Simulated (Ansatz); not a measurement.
Process, species as SMILES: [N]=O (N-O) → N atom + O atom
B3LYP-D3(BJ)/def2-TZVP geometries, fixed; electronic energies without zero-point terms.
Largest species:
```xyz
2

N      0.0000     0.0000    -0.6106
O      0.0000     0.0000     0.5343
```
Charge 0, spin multiplicity 2.

The atomisation energy at MP2 with Ansatz (an electronic-structure program), in kcal/mol, split into its Hartree-Fock and correlation parts. Cores are frozen. Open shells are unrestricted. No added dispersion term, no relativity. Functions are those of the species that has most.

```tsv
basis	X	functions	Hartree-Fock	MP2
cc-pVDZ	2	28	48.82	138.84
cc-pVTZ	3	60	53.33	151.64
cc-pVQZ	4	110	54.05	156.79
cc-pV5Z	5	182	54.14	158.72
```

Worked estimate of the basis-set limit from each neighbouring pair, with Hartree-Fock from the larger set and the correlation part extrapolated as X^-3.
Correlation parts: X = 2: 90.02, X = 3: 98.31, X = 4: 102.74, X = 5: 104.58.
- (2,3): (27·(98.31) - 8·(90.02))/19 = 101.80; with Hartree-Fock 53.33 the estimate is 155.13 kcal/mol.
- (3,4): (64·(102.74) - 27·(98.31))/37 = 105.97; with Hartree-Fock 54.05 the estimate is 160.02 kcal/mol.
- (4,5): (125·(104.58) - 64·(102.74))/61 = 106.51; with Hartree-Fock 54.14 the estimate is 160.65 kcal/mol.
The last two estimates differ by 0.63 kcal/mol; the largest set lies 1.93 from the last. Over the last step Hartree-Fock moves by 0.09 and the correlation part by 1.84.
